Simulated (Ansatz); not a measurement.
Two isomers of C2H4ClNO: A = `N=C(Cl)CO`, B = `COC(=N)Cl`.

Program: Ansatz. Geometries: PBE0-D4/def2-TZVP. ΔE: electronic, gas phase. CBS: MP2 limit from def2 TZ/QZ plus the TZ coupled-cluster correction, frozen cores. DFT in def2-TZVPP. B3LYP here is the variant with VWN-RPA as its local correlation; programs differ in this. Each species was taken in one conformer, which may not be the lowest.

Problem. Which isomer does CCSD(T)/CBS put lower? Give the gap. (Best estimate.)

Solution. Ansatz gave: A, by 7.5 kcal/mol.

Problem. Give E(B) − E(A) in kcal/mol with CCSD(T)/def2-TZVPP, HF/def2-TZVPP, MP2/def2-TZVPP, B3LYP-D4, CCSD(T)/def2-SVP, LDA (SPW92), BLYP-D4. (Best estimate.)

Solution. Computed: CCSD(T)/def2-TZVPP 6.8, HF/def2-TZVPP 5.1, MP2/def2-TZVPP 7.0, B3LYP-D4 5.9, CCSD(T)/def2-SVP 5.8, LDA (SPW92) 6.6, BLYP-D4 5.7. None reverses the order clearly.

Problem. Does the order hold for the free energy at 298.15 K (harmonic terms from PBE0-D4)? (Best estimate.)

Solution. Computed: Yes: G(B) − G(A) = +7.6 kcal/mol, for one conformer each.

Largest T1 diagnostic: 0.013.

In def2-TZVPP, CCSD(T) changes the Hartree–Fock value by +1.7 kcal/mol (the triples alone add −0.0 kcal/mol) and MP2 by +1.9 kcal/mol. Leaving LDA and LC-ωPBE aside and taking each functional with its dispersion term where it has one, the values, not all of them listed here, spread over 1.1 kcal/mol, from CAM-B3LYP-D4 to PBE-QIDH.
